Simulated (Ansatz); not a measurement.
`FCC(=S)S` → `[CH]F` + `S=CS` at 500 K and 1 bar (formal loss of a carbene).

Isolated molecules relaxed with PBE0-D4/def2-TZVP in Ansatz; ΔE leaves out vibrations. CBS: MP2 limit from def2 TZ/QZ plus the TZ coupled-cluster correction, frozen cores. This one scheme is used for every species. Each species was taken in one conformer, which may not be the lowest.

| species | CCSD(T)/CBS energy (Eh) | H − E (kJ/mol) | S (J/(mol·K)) |
| --- | --- | --- | --- |
| `FCC(=S)S` | -973.22215 | 162.3 | 382.1 |
| `[CH]F` | -138.29972 | 50.0 | 241.9 |
| `S=CS` | -834.77767 | 93.9 | 307.0 |

H − E and S are ideal-gas, rigid-rotor, harmonic terms from PBE0-D4/def2-TZVP, for one conformer and one mirror image of each species. 1 Eh = 2625.50 kJ/mol, R = 8.31446 J/(mol·K).

**Question.** By hand: ΔE, ΔH, ΔS and ΔG.

**Answer.** ΔE = (-138.29972) + (-834.77767) − (-973.22215) = 0.14476 Eh = 380.1 kJ/mol. Δ(H − E) = 50.0 + 93.9 − 162.3 = -18.4, so ΔH = 361.7 kJ/mol. ΔS = 241.9 + 307.0 − 382.1 = 166.8 J/(mol·K). ΔG = 361.7 − 500 × (166.8)/1000 = 278.3 kJ/mol.

**Question.** By hand: the equilibrium constant, and the temperature at which ΔG would vanish if ΔH and ΔS stayed fixed.

**Answer.** log₁₀ K = −ΔG/(RT ln 10) = -29.1. ΔG = 0 at ΔH/ΔS = 2168 K.

The number of gas molecules changes by +1, which sets the sign of ΔS. A doubt of 5 kJ/mol in ΔE shifts log₁₀ K by 0.5 here. Other conformers and mirror images would add mixing entropy, several J/(mol·K) or more a flexible species. Modes under 60 cm⁻¹, often nearly free rotors, make the harmonic entropy too high. These are equilibria of isolated gas molecules and say nothing of rates. Largest T1 diagnostic: 0.018 (customary marks: 0.02 for closed shells, 0.045 for open ones).
